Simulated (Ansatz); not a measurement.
**Worked example: building the atomization energy of ClF₃, singlet**

Measured: the G2/97 heats of formation, with zero-point and thermal terms from B3LYP taken off, give an electronic atomization energy of 125.4 kcal/mol (Curtiss et al., J. Chem. Phys. 106, 1063 (1997); Staroverov et al., J. Chem. Phys. 119, 12129 (2003)). The calculation below tries to reproduce it.

Geometry (MP2(full)/6-31G*, from the G2/97 set):

```xyz
4

Cl    0.0000    0.0000    0.3786
F     0.0000    0.0000   -1.2566
F     0.0000    1.7145    0.2751
F     0.0000   -1.7145    0.2751
```

Atomization energies (atoms less molecule, kcal/mol) from Ansatz 0.2.0, frozen cores, restricted molecule, unrestricted atoms, sets cc-pV(D+d)Z, cc-pV(T+d)Z, cc-pV(Q+d)Z:

```csv
level,DZ,TZ,QZ
HF,-48.47,-26.75,-23.35
CCSD(T),71.94,108.20,119.62
CCSDT,72.23,107.76,–
CCSDT(Q),73.82,109.36,–
```

Extrapolate Hartree–Fock with exp(−5.46 √X) and the CCSD(T) correlation part with X⁻³ (X = 3, 4), add each higher step from the largest set that has it, and compare with the measured value.

Hartree–Fock: -23.35 + (-23.35 − -26.75) × 0.301 = -22.33.
Correlation: TZ 134.95, QZ 142.97; (64 × 142.97 − 27 × 134.95) / 37 = 148.82.
Full triples (TZ): 107.76 − 108.20 = -0.44.
(Q) (TZ): 109.36 − 107.76 = 1.60.
Sum: 127.6 kcal/mol, 2.2 above the measured 125.4.

The steps beyond CCSD(T) add 1.16 kcal/mol, while going from QZ to the limit adds 6.87. Core correlation, scalar relativity, spin–orbit terms and the relaxation from this MP2 geometry are missing from the sum, and the measured value has its own uncertainty.
